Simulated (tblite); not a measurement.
Record of a relaxation.

Species: C3H3NS.
SMILES with atom numbers: `[cH:1]1[cH:2][s:3][cH:4][n:5]1` (hydrogens: H6 on C1; H7 on C2; H8 on C4)

Computed with GFN2-xTB (tblite), gas phase: L-BFGS steps from a force-field or distance-geometry start until the largest atomic force falls under 0.01 eV/Å. 10 of its 19 geometries are shown.

Step 0: E = -382.8187 eV, largest atomic force 4.735 eV/Å
```
atom  x, y, z in Å  |  force x, y, z in eV/Å
C1      0.553    0.759    0.377    2.317   0.770   0.438
C2      1.122   -0.423    0.699   -2.564  -1.299  -0.340
S3     -0.289   -1.614    0.577    0.592   0.718  -0.047
C4     -1.468   -0.265    0.074    4.591   0.242   1.133
N5     -0.717    0.793    0.089   -3.735   1.008  -1.119
H6      1.170    1.690    0.369   -0.905  -0.715  -0.095
H7      2.141   -0.607    0.969   -0.278  -0.496   0.001
H8     -2.503   -0.323   -0.144   -0.017  -0.228   0.029
```

Step 2: E = -383.3523 eV, largest atomic force 1.718 eV/Å
```
atom  x, y, z in Å  |  force x, y, z in eV/Å
C1      0.579    0.773    0.382   -1.349  -0.048  -0.280
C2      1.060   -0.455    0.691   -0.205   0.096  -0.033
S3     -0.271   -1.597    0.576    0.032   0.200  -0.059
C4     -1.383   -0.284    0.101    0.574   0.654   0.100
N5     -0.768    0.848    0.065    0.585  -0.268   0.113
H6      1.150    1.678    0.366    0.021   0.166  -0.022
H7      2.120   -0.623    0.967   -1.276  -0.406  -0.242
H8     -2.479   -0.332   -0.138    1.618  -0.393   0.422
```

Step 4: E = -383.5787 eV, largest atomic force 0.760 eV/Å
```
atom  x, y, z in Å  |  force x, y, z in eV/Å
C1      0.539    0.784    0.373    0.699   0.282   0.100
C2      1.015   -0.456    0.683    0.047   0.637  -0.088
S3     -0.263   -1.584    0.573   -0.371  -0.174  -0.050
C4     -1.328   -0.276    0.117    0.204   0.542  -0.058
N5     -0.757    0.880    0.058   -0.418  -0.626   0.023
H6      1.137    1.676    0.363    0.070   0.096   0.004
H7      2.039   -0.655    0.952   -0.327  -0.344  -0.021
H8     -2.374   -0.360   -0.110    0.096  -0.413   0.091
```

Step 6: E = -383.6170 eV, largest atomic force 0.381 eV/Å
```
atom  x, y, z in Å  |  force x, y, z in eV/Å
C1      0.549    0.799    0.372    0.028   0.130  -0.024
C2      1.006   -0.438    0.679   -0.016  -0.050   0.002
S3     -0.272   -1.586    0.571    0.023   0.105  -0.001
C4     -1.315   -0.266    0.119   -0.148  -0.161  -0.028
N5     -0.759    0.878    0.058    0.103   0.236   0.002
H6      1.141    1.684    0.363    0.199   0.325  -0.005
H7      2.011   -0.678    0.949    0.031  -0.287   0.054
H8     -2.351   -0.384   -0.101   -0.221  -0.299   0.000
```

Step 8: E = -383.6367 eV, largest atomic force 0.267 eV/Å
```
atom  x, y, z in Å  |  force x, y, z in eV/Å
C1      0.559    0.817    0.371   -0.192  -0.084  -0.023
C2      1.002   -0.427    0.676    0.044  -0.108   0.022
S3     -0.278   -1.579    0.570    0.183   0.187   0.015
C4     -1.315   -0.262    0.117   -0.156  -0.065  -0.028
N5     -0.758    0.884    0.058    0.116   0.240  -0.015
H6      1.155    1.710    0.362   -0.011   0.040  -0.009
H7      1.994   -0.712    0.951    0.076  -0.140   0.041
H8     -2.352   -0.421   -0.095   -0.060  -0.071  -0.001
```

Step 10: E = -383.6412 eV, largest atomic force 0.119 eV/Å
```
atom  x, y, z in Å  |  force x, y, z in eV/Å
C1      0.558    0.820    0.370   -0.008  -0.050   0.012
C2      1.005   -0.427    0.677    0.041   0.070  -0.005
S3     -0.273   -1.571    0.570    0.016   0.046  -0.004
C4     -1.319   -0.260    0.115    0.020   0.078  -0.005
N5     -0.757    0.890    0.058   -0.032  -0.012  -0.011
H6      1.157    1.716    0.362   -0.090  -0.077  -0.008
H7      1.994   -0.727    0.953    0.035  -0.057   0.017
H8     -2.356   -0.433   -0.094    0.019   0.002   0.004
```

Step 12: E = -383.6420 eV, largest atomic force 0.033 eV/Å
```
atom  x, y, z in Å  |  force x, y, z in eV/Å
C1      0.556    0.819    0.370    0.023  -0.013   0.008
C2      1.008   -0.426    0.677    0.001   0.033  -0.005
S3     -0.271   -1.567    0.570   -0.029  -0.013  -0.005
C4     -1.320   -0.257    0.115    0.023   0.014   0.004
N5     -0.757    0.892    0.057   -0.017  -0.025  -0.001
H6      1.152    1.713    0.361   -0.027   0.011  -0.007
H7      1.996   -0.732    0.954    0.013  -0.017   0.005
H8     -2.356   -0.434   -0.094    0.013   0.011   0.001
```

Step 14: E = -383.6421 eV, largest atomic force 0.026 eV/Å
```
atom  x, y, z in Å  |  force x, y, z in eV/Å
C1      0.557    0.819    0.371   -0.001  -0.001  -0.001
C2      1.008   -0.425    0.677   -0.001  -0.014   0.002
S3     -0.272   -1.567    0.569    0.002  -0.003   0.001
C4     -1.319   -0.257    0.115   -0.002  -0.011   0.002
N5     -0.757    0.892    0.057    0.012   0.003   0.002
H6      1.151    1.714    0.361   -0.011   0.023  -0.006
H7      1.996   -0.733    0.954    0.002  -0.007   0.001
H8     -2.355   -0.434   -0.094    0.000   0.010  -0.002
```

Step 16: E = -383.6422 eV, largest atomic force 0.021 eV/Å
```
atom  x, y, z in Å  |  force x, y, z in eV/Å
C1      0.557    0.819    0.371   -0.004  -0.005  -0.001
C2      1.009   -0.425    0.677   -0.005  -0.007   0.000
S3     -0.272   -1.567    0.569    0.020   0.002   0.005
C4     -1.319   -0.257    0.115   -0.006  -0.005  -0.001
N5     -0.757    0.892    0.057    0.013   0.005   0.003
H6      1.149    1.716    0.360   -0.004   0.005  -0.002
H7      1.996   -0.735    0.955   -0.007  -0.002  -0.001
H8     -2.354   -0.433   -0.094   -0.007   0.005  -0.002
```

Step 18: E = -383.6422 eV, largest atomic force 0.004 eV/Å
```
atom  x, y, z in Å  |  force x, y, z in eV/Å
C1      0.558    0.819    0.371    0.001   0.001   0.000
C2      1.009   -0.426    0.677    0.000   0.004  -0.001
S3     -0.272   -1.567    0.570    0.004  -0.001   0.001
C4     -1.319   -0.257    0.115    0.001   0.000   0.000
N5     -0.757    0.891    0.057   -0.001  -0.003   0.000
H6      1.148    1.717    0.360    0.000  -0.002   0.000
H7      1.996   -0.735    0.955   -0.004  -0.001  -0.001
H8     -2.355   -0.432   -0.094   -0.002   0.002  -0.001
```

Problem. Summarise the path.

Solution. The energy falls by 18.99 kcal/mol from step 0 to step 18; nine tenths of that is first reached at step 4. It never rises by more than 0.2 meV. The largest force goes from 4.735 to 0.004 eV/Å. Among the bonds C2–S3 changes most, from 1.850 to 1.719 Å; the atoms move by 0.128 Å rms after alignment.

Problem. Follow the three bonds and two angles with the largest change from start to end.

Solution. 
```tsv
step	E above end (kcal/mol)	largest force (eV/Å)	C2–S3 (Å)	S3–C4 (Å)	C1–N5 (Å)	S3–C4–N5 (°)	C1–N5–C4 (°)
0	18.99	4.735	1.850	1.861	1.302	102.8	123.0
1	10.52	3.035	1.797	1.816	1.392	109.0	118.0
2	6.68	1.718	1.758	1.785	1.385	110.9	114.2
3	3.51	1.343	1.723	1.761	1.356	112.8	111.8
4	1.46	0.760	1.708	1.748	1.337	114.4	110.7
5	0.89	0.450	1.715	1.745	1.342	115.1	110.8
6	0.58	0.381	1.722	1.742	1.348	115.5	111.1
7	0.32	0.385	1.726	1.739	1.353	115.7	111.4
8	0.13	0.267	1.725	1.737	1.355	115.6	111.7
9	0.06	0.158	1.722	1.737	1.355	115.4	111.7
10	0.02	0.119	1.718	1.738	1.353	115.1	111.7
11	0.01	0.086	1.717	1.738	1.353	115.0	111.6
12	0.00	0.033	1.717	1.738	1.353	115.0	111.6
13	0.00	0.028	1.718	1.738	1.353	115.1	111.5
14	0.00	0.026	1.719	1.738	1.353	115.1	111.5
15	0.00	0.020	1.719	1.737	1.353	115.1	111.6
16	0.00	0.021	1.719	1.737	1.353	115.1	111.6
17	0.00	0.012	1.719	1.737	1.353	115.1	111.6
18	0.00	0.004	1.719	1.738	1.353	115.1	111.6
```

The cost below is that of the whole relaxation. Time: under 0.1 s of wall time. Hardware: an Arm Neoverse V1 with one thread (shared host).
